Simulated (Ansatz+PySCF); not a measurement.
singlet CS: levels of theory in one basis

```yaml
atoms:
  - { symbol: C, position_ang: [0.0000, 0.0000, -1.6747] }
  - { symbol: S, position_ang: [0.0000, 0.0000, 0.6280] }
```

Basis set: 6-31G (spherical functions). Left uncorrelated: 6 orbitals. Charge 0, multiplicity 1.

Computed with Ansatz (development build ahead of 0.2.0); each method stands on the lowest determinant of its kind that the runs found. NEVPT2 correlates all electrons. Active spaces start from the frontier orbitals, and the lowest solution found is given.

| method | E − E(RHF) (eV) | <S²> of the determinant |
| --- | --- | --- |
| RHF | 0.00 | 0.00 |
| UHF | -2.34 | 1.49 |
| RHF-MP2 | -3.49 | – |
| UHF-MP2 | -4.05 | 1.49 |
| RHF-CCSD | -5.35 | – |
| RHF-CCSD(T) | -6.42 | – |
| UHF-CCSD(T) | -6.05 | 1.49 |
| RHF-CCSDT(Q) | -7.84 | – |
| UHF-CCSDT(Q) | -6.44 | 1.49 |
| CASSCF(10,8) | -4.83 | – |
| SC-NEVPT2(10,8) | -5.94 | – |

Q: What does full CI (lowest root of this spin) give on the same scale?

A: -6.23 eV.

Unrestricted totals that lie under full CI have fallen onto a higher spin multiplicity.

Q: Is a single determinant a sound starting point here?

A: It is doubtful. Unrestricted orbitals lower Hartree–Fock by 2.34 eV and <S²> is 1.49 where a pure state has 0.00, a sign of strong static correlation. The CASSCF(10,8) natural occupations are 2.00, 1.96, 1.85, 1.78, 1.78, 0.24, 0.24, 0.16.

Caution: another spin multiplicity may lie lower. Caution for RHF, RHF-MP2, RHF-CCSD, RHF-CCSD(T), RHF-CCSDT(Q): an unrestricted determinant lies well below. Caution for UHF, UHF-MP2, UHF-CCSD(T), UHF-CCSDT(Q): the unrestricted determinant is a mixture of spin states. Caution for RHF-MP2, RHF-CCSD, RHF-CCSD(T), RHF-CCSDT(Q): large share of triples, a single reference is doubtful. Caution for UHF-MP2, UHF-CCSD(T), UHF-CCSDT(Q): large amplitudes, a single reference is doubtful; a plain start can end on a higher determinant. Caution for RHF-CCSD(T), UHF-CCSD(T): the program doubts this total.
